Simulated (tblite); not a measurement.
Level: GFN2-xTB in tblite, geometry and Hessian alike; calculated harmonic values, unscaled, isolated species. Errors from tens to a few hundred cm⁻¹ against measured bands are possible. Modes of hydrogen on phosphorus and silicon can be 10 to 20 % off. One conformer each. Thermal functions are those of the rigid rotor and harmonic oscillator, without mixing of conformers.

Task: Order these by their ideal-gas entropy at 298.15 K and 1 bar, highest first (cal/(mol K)).
A. `PPP` (P3H5)
B. `C=C[C@@H]1CCP1N([SiH3])[SiH3]` (C5H14NPSi2)
C. `C[C@]1(S(=O)(=O)[O-])CCC1=S` ([C5H7O3S2]-)
D. `C=NC[SiH2][Si@H](O)OC` (C3H11NO2Si2)
E. `CCC#N` (C3H5N)

Result: B (114.4), D (111.6), C (101.1), A (77.9), E (68.4).

| SMILES | atoms | mass (u) | symmetry number | modes under 300 cm⁻¹ | ZPE (kcal/mol) | S translation (cal/(mol K)) | S rotation | S vibration | S | Cp |
| --- | --- | --- | --- | --- | --- | --- | --- | --- | --- | --- |
| C=C[C@@H]1CCP1N([SiH3])[SiH3] | 23 | 175.04 | 1 | 11 | 105.8 | 41.4 | 30.5 | 42.5 | 114.4 | 51.5 |
| C=NC[SiH2][Si@H](O)OC | 19 | 149.03 | 1 | 10 | 86.2 | 40.9 | 29.8 | 40.9 | 111.6 | 45.2 |
| C[C@]1(S(=O)(=O)[O-])CCC1=S | 17 | 178.98 | 1 | 8 | 73.8 | 41.5 | 30.0 | 29.6 | 101.1 | 39.5 |
| PPP | 8 | 97.96 | 1 | 3 | 27.8 | 39.7 | 26.1 | 12.1 | 77.9 | 21.3 |
| CCC#N | 9 | 55.04 | 1 | 2 | 45.8 | 38.0 | 23.8 | 6.6 | 68.4 | 17.1 |

Entropies and Cp are for 298.15 K and 1 bar.
